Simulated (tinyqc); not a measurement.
Worked calculation: Born-Oppenheimer dynamics on the UHF/sto-6g surface (energies and gradients from PySCF), for H2O+, spin multiplicity 2. One step of it, computed by the program tinyqc.

Task: Velocity Verlet step 2. dt = 0.5 fs = 20.6707 atomic units; x' = x + v dt - g dt^2 / (2m); after the new gradient g', v' = v - (g + g') dt / (2m).

positions after step 1 (bohr), order 1O, 2H, 3H:
$$\begin{pmatrix}
-0.016711 & -0.166653 & 0.007094 \\
0.000115 & 1.364263 & 1.119656 \\
-0.076633 & -1.377493 & 1.087367
\end{pmatrix}$$

velocities after step 1 (bohr per atomic time unit), order 1O, 2H, 3H:
$$\begin{pmatrix}
0.000017889 & 0.000052730 & -0.000087913 \\
0.000102729 & 0.001405882 & -0.000205527 \\
-0.000386643 & -0.002242745 & 0.001600774
\end{pmatrix}$$

gradient after step 1 (hartree/bohr), order 1O, 2H, 3H:
$$\begin{pmatrix}
-0.00997183 & -0.19748647 & 0.18453909 \\
-0.00102293 & -0.03967511 & -0.00415396 \\
0.01099476 & 0.23716158 & -0.18038513
\end{pmatrix}$$

masses (electron masses): 1O 29156.946388, 2H 1837.152588, 3H 1837.152588

gradient after step 2 (hartree/bohr), order 1O, 2H, 3H:
$$\begin{pmatrix}
-0.00644427 & -0.12046398 & 0.10371650 \\
-0.00081728 & -0.02533251 & 0.00145995 \\
0.00726155 & 0.14579649 & -0.10517645
\end{pmatrix}$$

Give: positions after step 2; velocities after step 2.

Result:

positions after step 2 (bohr), order 1O, 2H, 3H:
$$\begin{pmatrix}
-0.0163 & -0.1641 & 0.0039 \\
0.0024 & 1.3979 & 1.1159 \\
-0.0859 & -1.4514 & 1.1414
\end{pmatrix}$$

velocities after step 2 (bohr per atomic time unit), order 1O, 2H, 3H:
$$\begin{pmatrix}
0.0000237 & 0.0001654 & -0.0001901 \\
0.0001131 & 0.0017716 & -0.0001904 \\
-0.0004893 & -0.0043972 & 0.0032073
\end{pmatrix}$$
